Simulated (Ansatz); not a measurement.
**CHMg (doublet): from Hartree-Fock to the top rungs at distance Mg2–H3 = 3.718 Å, 6-31G**

Aim: climb from Hartree-Fock through coupled cluster and multireference methods for CHMg (doublet) at one geometry and basis, and see what each rung misses.

The runs use Ansatz 0.2.0, Gaussian basis; 6-31G, core rule «outside noble gas», up to 6 orbitals frozen.

The runs, in order: UHF; CCSD(T) on ROHF; CCSD(T) on UHF; BCCD(T) on ROHF; CISD as a restricted active space (open shells left free, so some higher excitations enter); CCSDT(Q) on ROHF; CCSDT(Q) on UHF; CISDTQ; CCSDTQ on ROHF; CCSDTQ on UHF; CASSCF and MRCISD+Q, 3 electrons in 3 orbitals; CASSCF and NEVPT2, 3 electrons in 3 orbitals; CASSCF and MRCISD+Q, 7 electrons in 9 orbitals; CASSCF and NEVPT2, 7 electrons in 9 orbitals; Full CI; Full CI in the symmetry of the determinant.

18 further runs of the same task are left out: 5 for a known fault of the program, 10 that didn't finish, 3 set aside as unsound or not needed. Runs told in other sessions of the task aren't counted.

### 1 The system

The geometry derives from a PBE0/def2-TZVP stationary point (not a proven minimum). One bond is set to the value named and the two fragments are kept rigid.

3 atoms, charge 0, spin multiplicity 2.

Atoms are counted from 1 here; the program's logs count them from 0.

Bond lengths: C1–Mg2 2.097 Å.

### 2 UHF

The input, in.yaml:

```yaml
crystal:
  periodic: [false, false, false]
  atoms:
    - {symbol: C, position_ang: [0.000000, 0.000000, -2.637281]}
    - {symbol: Mg, position_ang: [0.000000, 0.000000, -0.540360]}
    - {symbol: H, position_ang: [0.000000, 0.000000, 3.177640]}
basis:
  gaussian: {orbitals: 6-31G}
magnetization: {spin_polarized: true, initial_magnetization: 1}
hamiltonian: {xc: hf}
output: {orbitals: {seedname: orbitals}}
```

Started as:

```bash
$ ansatz run in.yaml --threads 1 --pin off --events-out ev --progress --plain --max-ram 2393MiB
```

After this run come: CCSD(T) on ROHF; CCSD(T) on UHF; BCCD(T) on ROHF; CISD as a restricted active space (open shells left free, so some higher excitations enter); CCSDT(Q) on ROHF; CCSDT(Q) on UHF; CISDTQ; CCSDTQ on ROHF; CCSDTQ on UHF; CASSCF and MRCISD+Q, 3 electrons in 3 orbitals; CASSCF and NEVPT2, 3 electrons in 3 orbitals; CASSCF and MRCISD+Q, 7 electrons in 9 orbitals; CASSCF and NEVPT2, 7 electrons in 9 orbitals; Full CI; Full CI in the symmetry of the determinant.

**Question.** What will the summary of the whole plan be? Wanted: FCI from the RHF energy; UMP2 from FCI; UCCSD(T) from FCI; UCCSDT(Q) from FCI; NEVPT2 valence from FCI; MRCISD+Q valence from FCI; T1 diagnostic; effectively unpaired electrons.

The runs gave:

| quantity | value |
| --- | --- |
| FCI from the ROHF energy | -5.3067 eV |
| UMP2 from FCI | +58.5 kJ/mol |
| UCCSD(T) from FCI | +5.2 kJ/mol |
| UCCSDT(Q) from FCI | +3.2 kJ/mol |
| NEVPT2 valence from FCI | +20.1 kJ/mol |
| MRCISD+Q valence from FCI | +4.5 kJ/mol |
| levels within 1 kcal/mol (43 meV) | UCCSDT(Q), UCCSDTQ |
| T1 diagnostic | 0.175 |
| effectively unpaired electrons | 3.80 |

What this shows: UCCSD(T) lands +5.2 kJ/mol from the yardstick (1.0 % of the correlation energy). The occupations show strong static correlation (3.8 unpaired electrons where one determinant has 1). Coupled cluster on one determinant still stays close here. Of the multireference levels listed MRCISD+Q valence comes nearest in total energy (+4.5 kJ/mol), which doesn't show that its space is the better one. The lowest state has another symmetry than the determinant, whose own symmetry lies 1.27 eV higher, so single-reference misses include that gap. Coupled cluster took another determinant than the lowest Hartree-Fock one. These misses are within one basis, not against nature; the frozen cores of restricted and unrestricted runs differ, which can shift their rows.

Levels on UHF freeze UHF's core orbitals, full CI those of ROHF, so the U rows can settle a little off it for that reason alone.

The restricted and unrestricted ladders end 1.24 eV apart at CCSDT(Q), which points to two states or an unsound top rung; rows of one don't measure the error of the other.

With open shells the CI space here admits some higher excitations, so it is larger than plain CISD.
